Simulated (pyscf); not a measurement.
Structures and frequencies: ωB97X-D3(BJ)/def2-SVP in PySCF. MP2 and CC: frozen core, UHF for open shells. ΔMP2 is the change of the MP2 total energy from the triple- to the quadruple-zeta basis.

Question: Estimate by transition-state theory (the high-pressure limit) the rate constant of H₂Al–Cl + ethylene (H₂C=CH₂) → H₃C–CH₂–AlH–Cl (singlet surface; Al–H broken, Al–C, C–H formed) at 900 K, with CCSD(T)/def2-TZVPP + ΔMP2(QZVPP) energies (ideal gas, 1 atm, RRHO with modes under 100 cm⁻¹ raised to 100, one conformer, R ln 2 for rigid chiral ones; no tunnelling).

Answer: The electronic barrier is 3.8 kcal/mol and the thermal terms add +34.3, so ΔG‡ = 38.1 kcal/mol. With k_BT/h = 1.88e+13 s⁻¹ and RT = 1.788 kcal/mol, and a volume of 1.23e-19 cm³ per molecule at 1 atm, k = 1.3e-15 cm³ molecule⁻¹ s⁻¹. The product is born with the 36 kcal/mol of the reverse barrier and needs collisions to keep. Wigner's tunnelling factor for 775i cm⁻¹ would be 1.06. A shift of 1 kcal/mol in the barrier changes k by a factor 1.7. On the reactant side the descent ends in a bound adduct, 14.9 kcal/mol under the separated species and 14.4 kcal/mol under the saddle at ωB97X-D3(BJ)/def2-TZVP. At the saddle there is also a short Al–C contact that neither side keeps. At ωB97X-D3(BJ) the barrier from the zero used here is -0.5 kcal/mol. This is the saddle that the search found; another between the same sides may lie lower. The CCSD(T) − MP2 part came from Ansatz, without density fitting, on the same reference.
